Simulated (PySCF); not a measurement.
## Structure from NMR data

Molecular formula: CH$_{3}$NO. Simulated spectra:

1H NMR (300 MHz, computed): δ 8.24 (m, 1H), 4.67 (br, 1H), 4.64 (br, 1H).

13C{1H} NMR (computed): δ 168.5 (CH).

Theoretical values (PySCF 2.14): J: B3LYP/pcJ-1, geometry: PBE0-D3(BJ)/def2-SVP, GIAO CAM-B3LYP/pcSseg-2 shieldings. In vacuum, no relativistic terms, one computed conformer.

Referencing at the same level of theory: TMS for 1H (σref 31.34), 13C (σref 182.55).

**Question.** Propose a structure and justify it.

**Answer.** 
- Rings plus π bonds: 1 (no ring in the answer).
- Carbon types of the structure: 1 × CH, leaving 2 H on heteroatoms.
- δC 168.5: amide carbonyl carbon; it is a carbonyl in resonance with an O or N lone pair, the region of acids, esters and amides.
- δH 8.24: hydrogen on an amide carbonyl carbon.
- δH 4.67, 4.64: hydrogen on an amide-type nitrogen; exchangeable, gas-phase position.

These data were computed for `NC=O`.

Exchangeable OH/NH protons stand at their gas-phase positions; hydrogen bonding in a real sample shifts them, mostly to higher δ. The two substituents on the amide-type nitrogen aren't averaged: C–N rotation is slow on the NMR time scale. Amide-type NH protons are broadened by 14N but still split neighbouring CH signals. Multiplet labels drop couplings under 1 Hz and merge nearly equal ones. Shifts are as computed, not scaled to solution data. Of 1211 compounds with measured shifts, 218 miss one by over three times the rms of a fit or turn the order of signals round; such compounds aren't used in these exercises. Hydrogen bonding in solution deshields acid and N–H amide carbonyl carbons by as much as 10 ppm beyond these values. 3J across rotatable bonds or in flexible rings reflects this conformer alone.
